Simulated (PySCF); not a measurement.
SMILES FB(F)F (BF3), singlet, PBE0/def2-SVP optimised geometry.

```
4

F      0.98     0.00     0.00
B     -0.33     0.00     0.00
F     -0.98     1.14     0.00
F     -0.98    -1.14     0.00
```

Density from PBE0/def2-TZVP (PySCF) at that geometry.

Minimum of the electron density along straight lines between bonded atoms, close to the bond critical point (lines longer than 1.1 times the sum of covalent radii, or with two minima, are not listed):

| bond | length / Å | ρ at the minimum / e bohr⁻³ | ∇²ρ there / e bohr⁻⁵ | position (fraction from the first atom) |
|---|---|---|---|---|
| F1–B2 | 1.311 | 0.216 | 1.28 | 0.66 |
| B2–F3 | 1.311 | 0.216 | 1.28 | 0.34 |
| B2–F4 | 1.311 | 0.216 | 1.28 | 0.34 |
